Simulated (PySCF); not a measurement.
# How well do the runs reproduce experiment for C3H5Cl?

**Experimental background.**

From NIST CCCBDB Release 22 (SRD 101), experimental polarizabilities, for the gas: mean polarisability 7.4 Å³.

How close the calculation comes is told at the end.

Compound: C₃H₅Cl.
Atom-mapped SMILES: `[CH2:1]=[CH:2][CH2:3][Cl:4]` (hydrogens: H5, H6 on C1; H7 on C2; H8, H9 on C3)

Cartesian coordinates in Å at the PBE0-D3(BJ)/def2-TZVP level; atoms count from 1:
```xyz
9
C3H5Cl angstrom
C     -1.2913   -0.1902    0.5436
C     -0.2521    0.4914    0.0849
C      0.9295   -0.1484   -0.5429
Cl     2.4257    0.2265    0.3745
H     -2.1497    0.3074    0.9784
H     -1.3205   -1.2743    0.4973
H     -0.2305    1.5755    0.1516
H      1.1040    0.2237   -1.5527
H      0.8343   -1.2330   -0.5696
```

The PySCF runs (gas phase, on this PBE0-D3(BJ)/def2-TZVP geometry; no spin–orbit coupling):

| level | job | basis functions | wall time |
| --- | --- | --- | --- |
| CAM-B3LYP/aug-cc-pVTZ | 10 singlets by full TDDFT, 4 Tamm–Dancoff triplets, polarisability | 303 | 32 s |
| PBE0/aug-cc-pVTZ | 10 singlets by full TDDFT, 4 Tamm–Dancoff triplets, polarisability, dynamic polarisability | 303 | 32 s |
| wB97X-D/aug-cc-pVTZ | 10 singlets by full TDDFT, 4 Tamm–Dancoff triplets, polarisability, ΔSCF ions | 303 | 3.7 min |

Hardware: AMD EPYC 7R43, one thread (shared host).

**Comparison with experiment**

**Mean polarisability.** Measured: 7.4 Å³ (NIST CCCBDB Release 22 (SRD 101), experimental polarizabilities).

```
                level  computed (Å³)  computed − measured (Å³)  % (from the printed values)
CAM-B3LYP/aug-cc-pVTZ           8.04                     +0.64                           +9
     PBE0/aug-cc-pVTZ           8.07                     +0.67                           +9
  wB97X-D/aug-cc-pVTZ           8.04                     +0.64                           +9
```

All 3 levels lie above the measurement. The computed values are static and purely electronic, with core orbitals frozen in the response (1 au = 0.148185 Å³). The table of measured values doesn't say here whether a value is static or optical, or holds a vibrational part. The measurement averages over conformers, the calculation has one.

No measured geometry was used, and the causes of the misses weren't examined.
